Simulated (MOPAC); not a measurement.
A run for MOPAC: PM3 on C2H4 (SMILES C=C).

```
PM3 1SCF PRECISE CHARGE=0 THREADS=1
C2H4

H      0.92444510 1    -1.23172221 1    -1.90619313 1
H     -0.92444510 1    -1.23172221 1    -1.90619313 1
H     -0.92444510 1     1.23172221 1    -1.90619313 1
H      0.92444510 1     1.23172221 1    -1.90619313 1
C      0.00000000 1     0.66728778 1    -1.90556520 1
C      0.00000000 1    -0.66728778 1    -1.90556520 1
```

Program output:

```
*******************************************************************************
 **                                                                           **
 **                              MOPAC v23.2.5                                **
 **                                                                           **
 *******************************************************************************
 ** MOPAC's Digital Object Identifier: https://doi.org/10.5281/zenodo.6511958 **
 **                                                                           **
 ** Please cite the open-source release paper for use of this MOPAC version:  **
 ** J. E. Moussa and J. J. P. Stewart (2026)                                  **
 ** MOPAC: An open-source semiempirical molecular orbital program             **
 ** J. Open Source Softw., 11(119), 8025, https://doi.org/10.21105/joss.08025 **
 *******************************************************************************

                              PM3 CALCULATION RESULTS

 *******************************************************************************
 *  PM3        - The PM3 Hamiltonian to be used
 *
 *
 *
 *                 CHARGE ON SYSTEM = 0
 *
 *
 *
 *  PRECISE    - TIGHTER CRITERIA TO BE USED
 *  1SCF       - DO 1 SCF AND THEN STOP
 *  THREADS=1  - MULTI-THREADING NOT USED
 *  T=         - A TIME OF 172800.0 SECONDS REQUESTED
 *  DUMP=N     - RESTART FILE WRITTEN EVERY 7200.0 SECONDS REQUESTED
 *******************************************************************************
PM3 1SCF PRECISE CHARGE=0 THREADS=1
 C2H4

   ATOM   CHEMICAL          X               Y               Z
  NUMBER   SYMBOL      (ANGSTROMS)     (ANGSTROMS)     (ANGSTROMS)

     1       H          0.92444510  *  -1.23172221  *  -1.90619313  *
     2       H         -0.92444510  *  -1.23172221  *  -1.90619313  *
     3       H         -0.92444510  *   1.23172221  *  -1.90619313  *
     4       H          0.92444510  *   1.23172221  *  -1.90619313  *
     5       C          0.00000000  *   0.66728778  *  -1.90556520  *
     6       C          0.00000000  *  -0.66728778  *  -1.90556520  *



          CARTESIAN COORDINATES

    NO.       ATOM           X           Y           Z

     1         H          0.9244     -1.2317     -1.9062
     2         H         -0.9244     -1.2317     -1.9062
     3         H         -0.9244      1.2317     -1.9062
     4         H          0.9244      1.2317     -1.9062
     5         C          0.0000      0.6673     -1.9056
     6         C          0.0000     -0.6673     -1.9056

  H: (PM3): J. J. P. STEWART, J. COMP. CHEM. 10, 209 (1989).
  C: (PM3): J. J. P. STEWART, J. COMP. CHEM. 10, 209 (1989).

           Empirical Formula: C2 H4  =     6 atoms



      MOLECULAR POINT GROUP   :   D2h


      RHF CALCULATION, NO. OF DOUBLY OCCUPIED LEVELS = 6


 -------------------------------------------------------------------------------
 PM3 1SCF PRECISE CHARGE=0 THREADS=1
 C2H4



     1SCF WAS SPECIFIED, SO BFGS WAS NOT USED
     SCF FIELD WAS ACHIEVED


                              PM3 CALCULATION
                                                       MOPAC v23.2.5 Linux




          FINAL HEAT OF FORMATION =         16.99260 KCAL/MOL =      71.09704 KJ/MOL


          COSMO AREA              =         71.34 SQUARE ANGSTROMS
          COSMO VOLUME            =         53.03 CUBIC ANGSTROMS

          IONIZATION POTENTIAL    =         10.559557 EV
          HOMO LUMO ENERGIES (EV) =        -10.560  1.163
          NO. OF FILLED LEVELS    =          6
          MOLECULAR WEIGHT        =         28.0536         POINT GROUP:  D2h

          MOLECULAR DIMENSIONS (Angstroms)

            Atom       Atom       Distance
            H     3    H     1     3.08009
            H     4    H     2     2.95747
            C     5    H     1     0.00063


          SCF CALCULATIONS        =          1





   ATOM   CHEMICAL          X               Y               Z
  NUMBER   SYMBOL      (ANGSTROMS)     (ANGSTROMS)     (ANGSTROMS)

     1       H          0.92444510  *  -1.23172221  *  -1.90619313  *
     2       H         -0.92444510  *  -1.23172221  *  -1.90619313  *
     3       H         -0.92444510  *   1.23172221  *  -1.90619313  *
     4       H          0.92444510  *   1.23172221  *  -1.90619313  *
     5       C          0.00000000  *   0.66728778  *  -1.90556520  *
     6       C          0.00000000  *  -0.66728778  *  -1.90556520  *

                             CARTESIAN COORDINATES

   1    H        0.924445100    -1.231722210    -1.906193130
   2    H       -0.924445100    -1.231722210    -1.906193130
   3    H       -0.924445100     1.231722210    -1.906193130
   4    H        0.924445100     1.231722210    -1.906193130
   5    C        0.000000000     0.667287780    -1.905565200
   6    C        0.000000000    -0.667287780    -1.905565200


           Empirical Formula: C2 H4  =     6 atoms



      MOLECULAR POINT GROUP   :   D2h


                  EIGENVALUES
 -32.91294 -20.90807 -16.26667 -15.04724 -12.07838 -10.55956   1.16283   3.64322
   3.99810   4.16102   5.52974   5.66676


              NET ATOMIC CHARGES AND DIPOLE CONTRIBUTIONS

  ATOM NO.   TYPE          CHARGE      No. of ELECS.   s-Pop       p-Pop
    1          H           0.078262        0.9217     0.92174
    2          H           0.078262        0.9217     0.92174
    3          H           0.078262        0.9217     0.92174
    4          H           0.078262        0.9217     0.92174
    5          C          -0.156525        4.1565     1.18540     2.97113
    6          C          -0.156525        4.1565     1.18540     2.97113
 DIPOLE           X         Y         Z       TOTAL
 POINT-CHG.    -0.000    -0.000    -0.001     0.001
 HYBRID        -0.000     0.000    -0.001     0.001
 SUM           -0.000    -0.000    -0.002     0.002


          ATOMIC ORBITAL ELECTRON POPULATIONS

     Atom    s        px        py        pz
    1  H   0.92174
    2  H   0.92174
    3  H   0.92174
    4  H   0.92174
    5  C   1.18540   1.00531   0.96582   1.00000
    6  C   1.18540   1.00531   0.96582   1.00000

 **********************
 *                    *
 * JOB ENDED NORMALLY *
 *                    *
 **********************




 == MOPAC DONE ==
```

The run finished.

Cost: around 0.020 core-seconds (rough).
